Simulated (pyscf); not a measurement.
[HN–Zr(NH₂)(NH₂)–OH]• (SMILES [NH][Zr]([NH2])([NH2])[OH]) + H₂ (SMILES [H][H]) → H₂N–Zr(NH₂)(NH₂)–OH (SMILES [NH2][Zr]([NH2])([NH2])[OH]) + H• (SMILES [H]), a hydrogen abstraction (doublet surface; H–H broken, H–N formed). Single points on ωB97X-D3(BJ)/def2-SVP structures (PySCF, gas phase). Energies in eV from the separated reactants.

Small-basis levels: PySCF, no dispersion term, spherical d functions. Open shells are spin-unrestricted. 

Problem. Quick MP2/6-31G*+LANL2DZ single points give ΔE‡ = 0.54 eV and ΔE = -0.71 eV. What does ωB97M-D3(BJ)/def2-TZVP give, and how far is the quick result from it?

Solution. ωB97M-D3(BJ)/def2-TZVP gives ΔE‡ = 0.35 eV and ΔE = -0.35 eV. MP2/6-31G*+LANL2DZ lies 0.19 eV over it in the barrier and 0.36 eV under it in the reaction energy, so on this step it does not hold to within 0.13 eV. ωB97M-D3(BJ)/def2-TZVP has limits of its own. One saddle was located; it need not be the lowest between these sides. The angle at the transferred H is 167°. Open-shell species with a d-block atom are single-reference here; other states, and whether the spin sits on metal or ligand, were not checked. In the def2 sets elements past Kr carry core potentials, without spin-orbit coupling.
